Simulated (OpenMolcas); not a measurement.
## How basis sets differ on SiH2O2 (SMILES O[Si]O)

SiH2O2 has 5 atoms, charge 0, and is taken as a singlet. As SMILES, `O[Si]O`. The shape is that of a PBE0-D4/def2-TZVP optimisation. This is one conformer, not always the lowest.

Each level gives the HOMO–LUMO gap (eV). The values are calculated.

```csv
level,kind,program,value (eV),CPU time
HF/ANO-R0 (sfX2C),Hartree–Fock,OpenMolcas,12.03,4 s
HF/ANO-RCC-MB (DKH2),Hartree–Fock,OpenMolcas,12.23,3.2 s
HF/ANO-S-MB,Hartree–Fock,OpenMolcas,11.88,2.3 s
HF/STO-3G,Hartree–Fock,OpenMolcas,14.02,3 s
HF/3-21G,Hartree–Fock,OpenMolcas,11.94,3.2 s
HF/aug-cc-pVDZ,Hartree–Fock,OpenMolcas,10.75,12 s
```

The values span 10.75 to 14.02 eV. A Hartree–Fock LUMO above zero doesn't converge with the basis: it sinks as sets grow more diffuse. Orbital gaps aren't excitation energies. Times are those of the runs behind each value, whatever else they computed, on shared processors of several kinds: orders of magnitude only.
